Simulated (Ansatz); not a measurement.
A made-up structure of CH$_{3}$Mg (charge -1), closed shell:

```json
{"atom": "C1", "x (Å)": "0.2999", "y (Å)": "1.0274", "z (Å)": "-0.2008"}
{"atom": "Mg2", "x (Å)": "-0.2464", "y (Å)": "-0.8456", "z (Å)": "0.1601"}
{"atom": "H3", "x (Å)": "-1.8327", "y (Å)": "-1.3216", "z (Å)": "0.6245"}
{"atom": "H4", "x (Å)": "0.8488", "y (Å)": "-2.1327", "z (Å)": "0.4802"}
{"atom": "H5", "x (Å)": "0.5715", "y (Å)": "1.9913", "z (Å)": "-0.5482"}
```

It is relaxed with PBE-D4/def2-SVPD and then PBE0-D4/def2-TZVPD (Ansatz 0.2.0). Atoms count as bonded within 1.22 times the sum of their covalent radii (H–H: 0.88 Å). The end point is not checked to be a true minimum.

Question: Does its bonding change? (A judgement: the text doesn't fix the answer.)

Answer: The calculation gives: Yes. Formed: C1–H3; broken: Mg2–H3.

Where it ends: The first stage lowers the energy by 3.17 eV in 41 steps. It ends as CH₃Mg ([CH2][MgH]), total charge -1:
C1  (-0.467, 0.545, 0.053)
Mg2  (0.411, -1.230, 0.171)
H3  (-1.538, 0.719, 0.223)
H4  (1.269, -2.734, 0.523)
H5  (-0.035, 1.418, -0.453)
(Å)

Labels in which every atom is bracketed show which atoms are joined, not bond orders.

For scale, one of the runs: PBE0-D4/def2-TZVPD relaxation, 99 basis functions, launched by `ansatz run in.yaml --threads 2 --pin off --events-out ev --progress --plain --max-ram 4352MiB`. The run took about 9.5 s on 2 CPU threads of an Arm Neoverse V2 (shared host).
